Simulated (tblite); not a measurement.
Species: C3H4F3 (doublet state).
Bonds: C1–C2, C2–C3, C3–F4, C3–F5, C3–F6. Hydrogens: H7, H8 on C1; H9, H10 on C2.

Computed geometry: GFN2-xTB, gas phase. This method treats the open shell by occupation alone, without spin polarisation.

(1) What internal coordinates does the optimisation give?

Results:

(1) 
```json
{"bond": "C1–C2", "length (Å)": "1.475"}
{"bond": "C2–C3", "length (Å)": "1.521"}
{"bond": "C3–F4, C3–F5, C3–F6", "length (Å)": "1.341"}
{"bond": "C1–H7, C1–H8", "length (Å)": "1.071"}
{"bond": "C2–H9, C2–H10", "length (Å)": "1.098"}
```

Bonds in one row agree within 0.01 Å and their mean is given. A selection of angles:
```json
{"angle": "C2–C1–H7", "degrees": "119.8"}
{"angle": "H7–C1–H8", "degrees": "119.7"}
{"angle": "C1–C2–C3", "degrees": "111.7"}
{"angle": "C1–C2–H9", "degrees": "112.0"}
{"angle": "C3–C2–H9", "degrees": "106.1"}
{"angle": "C3–C2–H10", "degrees": "108.1"}
{"angle": "H9–C2–H10", "degrees": "107.1"}
{"angle": "C2–C3–F4", "degrees": "112.6"}
{"angle": "C2–C3–F5", "degrees": "111.7"}
{"angle": "F4–C3–F5", "degrees": "106.5"}
{"angle": "F4–C3–F6", "degrees": "106.7"}
```

Dihedral angles: C1–C2–C3–F4 59° (synclinal). The mirror-image conformer, all signs reversed, is as good.

Of the pairs four or more bonds apart, F4···H8 is among the closest relative to their van der Waals radii: 2.61 Å, 98 % of the sum of Bondi's values. C1 (carbon bonded to C and 2 H) is planar (angles 120.4°, 119.8° and 119.7°, sum 359.9°, 0.02 Å off the plane of its three neighbours). The C–C distances run from 1.475 Å (C1–C2, drawn single) to 1.521 Å (C2–C3, drawn single), a spread of 0.046 Å.

Its GFN2-xTB frequencies are all real (lowest 33 cm⁻¹). Torsions: H–C1–C2–C3 156° and -28°.
